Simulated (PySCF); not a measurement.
Species: 3-butyn-1-ol, C₄H₆O.
Atom-mapped SMILES: `[CH:1]#[C:2][CH2:3][CH2:4][OH:5]` (hydrogens: H6 on C1; H7, H8 on C3; H9, H10 on C4; H11 on O5)

The dihedral C2–C3–C4–O5 (about C3–C4) is held at set values while the rest relaxes with GFN2-xTB, each point from its own start; single points follow at PBE0/pcSseg-1 (PySCF, gas phase, no added dispersion term).

Question: How do energy and geometry vary along the scan?

Answer: 
| dihedral (°) | PBE0/pcSseg-1 (kJ/mol) | GFN2-xTB (kJ/mol) | dipole (D) | C2···O5 (Å) | C3–C4 (Å) | C2–C3–C4 (°) | C3–C4–O5 (°) | HOMO (eV) | LUMO (eV) |
| --- | --- | --- | --- | --- | --- | --- | --- | --- | --- |
| 0 | 31.0 | 22.1 | 2.33 | 2.58 | 1.547 | 112.4 | 110.0 | -7.29 | 0.93 |
| 30 | 20.1 | 15.0 | 2.27 | 2.65 | 1.540 | 111.9 | 109.6 | -7.41 | 0.98 |
| 60 | 6.7 | 5.6 | 2.12 | 2.85 | 1.532 | 111.4 | 108.8 | -7.59 | 1.05 |
| 90 | 10.5 | 5.8 | 1.94 | 3.15 | 1.535 | 112.0 | 108.2 | -7.59 | 1.07 |
| 120 | 16.3 | 8.3 | 1.78 | 3.43 | 1.540 | 112.3 | 107.9 | -7.62 | 1.12 |
| 150 | 7.2 | 3.7 | 1.61 | 3.61 | 1.535 | 111.8 | 107.9 | -7.75 | 1.23 |
| 180 | 0.0 | 0.0 | 1.54 | 3.67 | 1.531 | 111.4 | 107.8 | -7.81 | 1.24 |
| 210 | 7.2 | 3.7 | 1.61 | 3.61 | 1.535 | 111.8 | 107.9 | -7.75 | 1.22 |
| 240 | 16.4 | 8.2 | 1.76 | 3.43 | 1.539 | 112.3 | 108.0 | -7.61 | 1.12 |
| 270 | 10.5 | 5.8 | 1.94 | 3.15 | 1.535 | 112.0 | 108.2 | -7.59 | 1.07 |
| 300 | 6.7 | 5.6 | 2.13 | 2.85 | 1.532 | 111.4 | 108.8 | -7.59 | 1.05 |
| 330 | 20.0 | 15.0 | 2.27 | 2.65 | 1.539 | 111.9 | 109.6 | -7.41 | 0.98 |

Each energy column counts from its own lowest point; dipole and orbital energies are those of PBE0/pcSseg-1.

Question: Where are the low and high points of the PBE0/pcSseg-1 curve on this grid?

Answer: Below both neighbours: 60° (synclinal, 6.7), 180° (antiperiplanar, 0.0), 300° (synclinal, 6.7). Above both neighbours: 0° (31.0), 120° (16.3), 240° (16.4) kJ/mol. The highest point lies 31.0 kJ/mol above the lowest; in GFN2-xTB the span is 22.1, with the lowest point at 180°. The points were relaxed apart, so other rotors need not follow one smooth path.

Question: How much does C3–C4 change along the scan?

Answer: From 1.531 Å (at 180°) to 1.547 Å (at 0°).

Question: What dipole would a 298 K Boltzmann average over these twelve points give?

Answer: With weights exp(−E/RT), √⟨μ²⟩ = 1.63 D, against 1.54 D at 180°. Weights in order of angle: 0, 0, 5, 1, 0, 4, 78, 4, 0, 1, 5, 0 %.
